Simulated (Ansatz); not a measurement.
Consider the atomization: `N#CSC#N` → 2 C• + 2 N• + S•.

Computed with Ansatz on PBE0-D4/def2-TZVP structures; ΔE is electronic, products minus reactants. CCSD(T)/CBS is extrapolated from def2-TZVPP and def2-QZVPP, frozen cores. Functionals use def2-TZVPP. HSE06 is defined as in plane-wave codes. No spin–orbit coupling; open shells (•) take unrestricted orbitals. Spin–orbit coupling would lower the free atoms: a little for C, S.

(1) What is ΔE at CCSD(T)/CBS? (An estimate is asked.)

(2) What do these levels give: LDA (SPW92), r2SCAN0-D4, HSE06-D4, r2SCAN0, RPA@PBE/def2-TZVPP, CCSD(T)/def2-SVP? (Best estimate.)

Largest T1 diagnostic among the species: 0.016.

Answers

(1) Computed: +2304.3 kJ/mol.

(2) The calculation gave: LDA (SPW92) 2819.5, r2SCAN0-D4 2199.3, HSE06-D4 2354.2, r2SCAN0 2195.9, RPA@PBE/def2-TZVPP 2109.7, CCSD(T)/def2-SVP 2138.4 kJ/mol.

Leaving LDA and LC-ωPBE aside and taking each functional with its dispersion term where it has one, the values, not all of them listed here, spread over 364.9 kJ/mol, from BHLYP-D4 to PBE-D4. LDA lies +326.7 kJ/mol from PBE without D4, its usual overbinding. At CCSD(T), def2-SVP lies −165.8 kJ/mol from the extrapolated value and def2-TZVPP −92.5 kJ/mol: correlation converges slowly with the basis, and small sets miss more of it in the bonded molecule than in its fragments.
